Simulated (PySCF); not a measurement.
Species: C6H5 (doublet state).
Atom-mapped SMILES: `[CH2:1]=[C:2]1[CH:3]=[C:4][CH:5]=[CH:6]1` (hydrogens: H7, H8 on C1; H9 on C3; H10 on C5; H11 on C6)

Geometry (GFN2-xTB, Å), atoms numbered from 1 in this order:
```xyz
11
C6H5 angstrom
C     -1.748   -0.306   -0.278
C     -0.472    0.005   -0.062
C      0.068    1.350    0.235
C      1.379    1.188    0.377
C      1.791   -0.187    0.196
C      0.682   -0.902   -0.068
H     -2.050   -1.320   -0.488
H     -2.528    0.438   -0.252
H     -0.530    2.235    0.307
H      2.803   -0.540    0.265
H      0.611   -1.958   -0.257
```

The calculation used UKS B3LYP, pcH-1 on C H, non-relativistic, mean-field spin-orbit, GIAO (PySCF). Geometry: GFN2-xTB; no solvent, vibrations or thermal averaging. A GFN2-xTB geometry isn't a minimum of the functional, and hyperfine couplings can be far from their values at a DFT geometry. The SCF solution wasn't tested for stability.

(1) Break the g tensor into its mass correction, gauge correction and orbital-Zeeman/spin–orbit terms.

(2) At 9.733 GHz, how far is the centre of the isotropic spectrum from where a free electron (g = 2.002319) resonates?

(3) Average each term over the three axes. Which is largest in size?

(4) In a frozen sample, at which fields do the three g values resonate at 9.5, 34, 94 and 263 GHz (hyperfine left aside), and which band first spreads them over more than twice a line width of 0.5 mT?

Answers

(1) 
```json
{"Δg (ppm)": "relativistic mass correction", "1": "-166", "2": "-166", "3": "-166"}
{"Δg (ppm)": "gauge correction", "1": "25", "2": "15", "3": "-22"}
{"Δg (ppm)": "orbital Zeeman/spin–orbit", "1": "-554", "2": "-56", "3": "604"}
{"Δg (ppm)": "total", "1": "-695", "2": "-207", "3": "416"}
```

So g = 2.00162, 2.00211, 2.00274 and g_iso = 2.00216; the tensor is rhombic: the two nearest values differ by 44 % of g3 − g1. Axes: g1 points within 13° of the C3–H9 bond and g3 is normal to the molecular plane.

(2) B = hν/(g μB) with μB/h = 13.99624 MHz/mT gives 347.30 mT for the free electron and 347.33 mT at g_iso, 0.03 mT higher.

(3) The mass correction -166, the gauge correction 6 and the orbital-Zeeman/spin–orbit term -2 ppm, for a total of -162 ppm. The mass correction is the largest in size. The mass correction is the same along every axis, so the anisotropy comes from the other two: their spans along these axes are 46 (gauge) and 1158 ppm (orbital Zeeman/spin–orbit).

(4) 
| band | GHz | B(g3) mT | B(g2) mT | B(g1) mT | spread mT |
| --- | --- | --- | --- | --- | --- |
| X | 9.5 | 338.91 | 339.02 | 339.10 | 0.19 |
| Q | 34.0 | 1212.95 | 1213.33 | 1213.63 | 0.67 |
| W | 94.0 | 3353.46 | 3354.50 | 3355.32 | 1.86 |
| J | 263.0 | 9382.54 | 9385.47 | 9387.75 | 5.21 |

The spread grows in proportion to the frequency. W band is the first where it exceeds 1.0 mT.

Largest spin populations (Mulliken): C4 (+1.03), C3 (-0.13) and C2 (+0.08). C4 is the only atom above +0.15.

The HOMO–LUMO gaps are 4.20 eV among the α and 3.68 eV among the β orbitals.

Hardware: an AMD EPYC with one thread, shared host with 64 logical CPUs at a one-minute load of 59. Cost: 45 s wall (grids of density and orbitals included), 0.79 GiB resident at most.
